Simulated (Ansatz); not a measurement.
**CH₃S+: energies up the ladder**

The task, for CH₃S+: energies up the ladder. Charge +1.

Method: the levels named in each step, in Ansatz 0.2.0.

## (1) The starting structure

Bond lengths: C1–S2 1.710 Å, C1–H3 1.068 Å, C1–H4 1.067 Å, S2–H5 1.333 Å. Angles: C1–S2–H5 97.5°, S2–C1–H3 116.8°, S2–C1–H4 121.0°, H3–C1–H4 122.2°.

Coordinates:

```xyz
5

C    -1.0829    0.4710   -0.0596
S     0.4665   -0.2462    0.0276
H    -1.9210   -0.1908   -0.0510
H    -1.1964    1.5303   -0.1134
H     1.1804    0.8797   -0.0029
```

## (2) A rough first relaxation, PBE-D4/def2-SVP

Input file input.yaml:

```yaml
crystal:
  periodic: [false, false, false]
  atoms:
    - { symbol: C, position_ang: [-1.08285, 0.471, -0.05958] }
    - { symbol: S, position_ang: [0.4665, -0.24618, 0.02758] }
    - { symbol: H, position_ang: [-1.92098, -0.19075, -0.05103] }
    - { symbol: H, position_ang: [-1.19638, 1.53025, -0.1134] }
    - { symbol: H, position_ang: [1.18037, 0.87966, -0.00293] }
total_charge: 1
basis:
  gaussian: { orbitals: def2-SVP }
hamiltonian:
  xc: pbe
  dispersion: d4
relax:
  f_tol: 0.03
  max_steps: 200
```

Run with:

```
$ ansatz run input.yaml --threads 2 --pin off --max-ram 5120MiB --backend cpu --events-out ev --progress --plain --runs-dir out
```

Further steps of the session: Relaxation, PBE0-D4/def2-TZVPP; Frequencies, PBE0-D4/def2-TZVPP; Single point, PBE-D4/def2-TZVPP; Single point, r2SCAN-D4/def2-TZVPP; Single point, B3LYP-D4/def2-TZVPP; Single point, wB97M-V/def2-TZVPP; Single point, B2PLYP/def2-TZVPP; Single point, LDA/def2-TZVPP; Single point, PBE0-D4/def2-SVP; Single point, PBE-D4/def2-SVP; Single point, CCSD(T)/def2-TZVPP; Single point, CCSD(T)/def2-QZVPP.

Q: Predict the outcome of this session. Wanted: C1–S2 at PBE0-D4/def2-TZVPP; frequencies at PBE0-D4/def2-TZVPP; energy at CCSD(T)/CBS.

**Answer**, as computed:

| quantity | value |
| --- | --- |
| C1–S2 at PBE0-D4/def2-TZVPP | 1.610 Å |
| frequencies at PBE0-D4/def2-TZVPP | 836 to 3257 cm⁻¹ |
| energy at CCSD(T)/CBS | -11899.157 eV |

No mode is imaginary, so the geometry is a minimum. These totals serve in differences with atoms or fragments at the same level; alone they don't rank the methods. A T1 diagnostic of 0.021 (charge +1) lies over the usual mark for one of the runs, a hint of some multireference character there.
